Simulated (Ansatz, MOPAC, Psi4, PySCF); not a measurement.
Reaction (SMILES): FSF [fluoro thiohypofluorite] + 2 [H][H] (H2) → 2 F (HF) + S (H2S)

Property: energy of full hydrogenation (enthalpy at 298 K), in kcal/mol. Conventions: LANL2DZ with its own core potentials from Na on; non-relativistic; 6-311+G** with 5d, 6d on Na to Ar in Ansatz (a quantum-chemistry and plane-wave program); PM7 with its own dispersion and hydrogen-bond terms; valence correlation only; no spin-orbit coupling; 6-31G* and kin with 6d, 5d where marked; no dispersion term unless named. CBS marks a two-point X^-3 extrapolation of the correlation energy; Hartree-Fock from the larger set. First-principles rows: single points at B3LYP-D3(BJ) geometries (Ansatz), with unscaled harmonic terms from B3LYP/6-31G* at its own minima. Semi-empirical rows: MOPAC heats of formation at their own minima for 298 K.

Coupled cluster (Ansatz) is a level with limits of its own, used here on species with T1 under 0.025 (0.045 for open shells) and stable references: CCSD(T)/CBS(cc-pV(T+d)Z,cc-pV(Q+d)Z).

Value to compare with, CCSD(T)/CBS(cc-pV(T+d)Z,cc-pV(Q+d)Z) (Ansatz): -67.2 kcal/mol.

```csv
level,program,energy of full hydrogenation (enthalpy at 298 K) (kcal/mol),difference
PM3,MOPAC,-7.8,59.4
PM7,MOPAC,5.5,72.7
HF/STO-3G,Ansatz,-26.4,40.8
HF/3-21G,Ansatz,-56.3,10.9
PBE/STO-3G,Ansatz,8.1,75.3
PBE/LANL2DZ,Ansatz,-74.1,-6.9
BLYP/6-31G*,Ansatz,-34.6,32.6
BP86/def2-SVP,PySCF,-57.7,9.5
B3LYP/LANL2DZ,Ansatz,-76.3,-9.1
B3LYP/6-31G**,Ansatz,-52.7,14.5
wB97X-D/6-31G*,Psi4,-51.2,16.0
wB97X-D/6-311+G**,Psi4,-80.9,-13.7
MP2/STO-3G,Ansatz,-14.7,52.5
PBE/def2-TZVPD,Ansatz,-58.7,8.5
wB97M-V/def2-TZVPD,Ansatz,-61.2,6.0
```

Among the 13 habitual levels, PBE/STO-3G lies farthest from CCSD(T)/CBS(cc-pV(T+d)Z,cc-pV(Q+d)Z) (Ansatz) (75.3 kcal/mol) and PBE/LANL2DZ nearest (-6.9); 10 of 13 lie above it, and their mean absolute difference is 31.8 kcal/mol, the median 16.0. One case shows no general order.

The levels are drawn from those run, B3LYP/6-31G* more often than the rest, none by its result; runs whose electronic state is in doubt are left out.
